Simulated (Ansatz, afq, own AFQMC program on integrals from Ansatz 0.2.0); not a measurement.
## Where AFQMC and coupled cluster stand for CN, quartet

```yaml
atoms:
  - { symbol: N, position_ang: [0.0000, 0.0000, 0.0000] }
  - { symbol: C, position_ang: [0.0000, 0.0000, 2.5240] }
```

Basis 6-31G. Only valence electrons are correlated. Ansatz 0.2.0 and our own AFQMC program on the same integrals; the CISD trial comes from CCSD amplitudes, and released means the phaseless constraint is let go. Error bars are statistical, one sigma.

Determinant: ROHF, the one that the program's search chose, which needn't be the lowest solution. The geometry is a point of a scan.

Full CI on the same integrals is exact in this basis and with this determinant's frozen core.

Cautions: lower spins were not checked; a spin-contaminated unrestricted determinant lies lower (UHF 2.92 eV lower, ⟨S²⟩ 4.75); the search met a lower determinant of the same kind, perhaps of another symmetry (1.24 eV lower); strong correlation (T1 0.089, weight of the determinant 0.56, largest double 0.47); (T) is large, 7 % of the CCSD correlation; the CCSD(T) amplitudes may be one of several solutions (largest double 0.47); the CCSDT(Q) amplitudes may be one of several solutions (largest double 0.57); the CCSDTQ amplitudes may be one of several solutions (largest double 0.57); the released energies have errors that jump between times, so the bars are unsure, so no released level is given (meV from the phaseless value at times in 1/Eh: -15 ± 5 at 0.24, -25 ± 5 at 0.51, 1 ± 81 at 0.99, -58 ± 5 at 1.62, -75 ± 8 at 2.40); the next higher spin lies close (full CI puts it 10 meV above).

```
T1 diagnostic                               : 0.0889
weight of the determinant in the CISD state : 0.558
size of the correlated space                : 9 electrons in 16 orbitals
```

Reference: full CI, correlation energy -5.791 eV. The cautions show a poor starting determinant, so the rows tell how each method copes with it here, and full CI is the sure value.

```tsv
level	E − E(reference) (kcal/mol)	share of correlation (%)
HF	133.54	0.00
MP2	50.75	62.00
CCSD	8.39	93.71
CCSD(T)	-0.84	100.63
CCSDT	0.29	99.78
CCSDT(Q)	-0.31	100.23
CCSDTQ	0.01	99.99
ph-AFQMC/CISD	3.66 ± 0.10	97.26
```

CCSDT and higher add their correlation energy to the determinant of the CCSD(T) run, since their own runs factorise the integrals more tightly (a shift of under 2 meV). A walk keeps the symmetry of its determinant, which the program's search chose and which needn't be the lowest solution, so a lower state of the same spin and another symmetry isn't excluded.
